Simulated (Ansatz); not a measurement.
Geometry optimisation of the cluster Li₂H⁺.

```yaml
crystal:
  periodic: [false, false, false]
  atoms:
    - {symbol: Li, position_ang: [0.242280, -1.559560, -0.364620]}
    - {symbol: Li, position_ang: [-0.240740, 1.559970, 0.364660]}
    - {symbol: H, position_ang: [-0.001540, -0.000410, -0.000040]}
basis:
  gaussian: {orbitals: def2-TZVP}
total_charge: 1
hamiltonian: {xc: pbe0, dispersion: d4}
scf: {omitted_lower_state_checks: [starts]}
output: {orbitals: {seedname: orbitals}}
relax: {f_tol: 0.02, max_steps: 100}
```

```sh
$ ansatz run in.yaml --threads 4 --pin off --events-out ev --progress --plain --max-ram 3916MiB
```

Output, abridged:

```
Functional definition: PBE0
mean field -419.24632173 eV, -15.4070181481 hartree, gradient 1.2e-5 eV, S^2 0.000000; 0 other end points of the search recorded, 0 dependent functions left out
relax step   1: F+E_penalty+E_count = -419.25997804 eV  Δ(F+E_penalty+E_count) = +0.000e0 eV  max|allowed force component| = 8.825e-2 eV/Å  Δτ_max = 0.0000 Å  (16 SCF iters, accepted)
mean field -419.24787467 eV, -15.4070752178 hartree, gradient 9.3e-6 eV, S^2 0.000000; 0 other end points of the search recorded, 0 dependent functions left out
relax step   2: F+E_penalty+E_count = -419.26148217 eV  Δ(F+E_penalty+E_count) = -1.504e-3 eV  max|allowed force component| = 1.470e-2 eV/Å  Δτ_max = 0.0145 Å  (18 SCF iters, accepted)
mean field -419.24787467 eV, -15.4070752178 hartree, gradient 1.2e-5 eV, S^2 0.000000; 0 other end points of the search recorded, 0 dependent functions left out
Total energy: -419.26150957 eV, -15.4075762911 hartree
Atom 0 at     0.243905    -1.573564    -0.367875 Å, force     0.001965    -0.014699    -0.003425 eV/Å
Atom 1 at    -0.243406     1.573675     0.367883 Å, force    -0.002495     0.014104     0.003308 eV/Å
Atom 2 at    -0.000499    -0.000111    -0.000008 Å, force     0.000530     0.000595     0.000117 eV/Å
Dipole moment:     0.000645     0.000138     0.000009 e Å
Checks for a lower state left out: starts
```

Run time 1.6 s (4 threads of AMD EPYC 7B13 on a shared host).

The structure comes from a short search, and lower isomers may exist.
